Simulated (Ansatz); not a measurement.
We consider Na₃Sb (P6₃/mmc, No. 194), described by HSE06 (Ansatz, a first-principles code, plane waves, PAW).

Numerical settings: plane-wave cutoff 500 eV, 6×6×4 k mesh (along the axes of the cell as run), gaussian smearing 0.02 eV, scalar-relativistic PAW data made under PBE.

Cell (relaxed with PBEsol):

```yaml
crystal:
  lattice:
    - [5.31242, 0.00000, 0.00000]
    - [-2.65621, 4.60069, 0.00000]
    - [0.00000, 0.00000, 9.45430]
  atoms:
    - { symbol: Sb, position: [0.33333, 0.66667, 0.25000] }
    - { symbol: Sb, position: [0.66667, 0.33333, 0.75000] }
    - { symbol: Na, position: [0.00000, 0.00000, 0.25000] }
    - { symbol: Na, position: [0.00000, 0.00000, 0.75000] }
    - { symbol: Na, position: [0.33333, 0.66667, 0.58242] }
    - { symbol: Na, position: [0.66667, 0.33333, 0.08242] }
    - { symbol: Na, position: [0.33333, 0.66667, 0.91758] }
    - { symbol: Na, position: [0.66667, 0.33333, 0.41758] }
```

Predict the band gap.


* **band gap**: 1.02 eV (on the SCF k mesh)

Measured, for comparison: band gap 1.1 eV (temperature not stated, not corrected to a static lattice, compiled measured gap; kind and temperature not stated; as tabulated in Kothakonda et al. (2022), arXiv:2208.02841).

Note: cell and atoms aren't relaxed at this level (pressure 0.2 GPa).

Spin–orbit coupling is not included; with these elements it can move the gap by several tenths of an eV or more.

Static lattice: no zero-point or thermal effects.
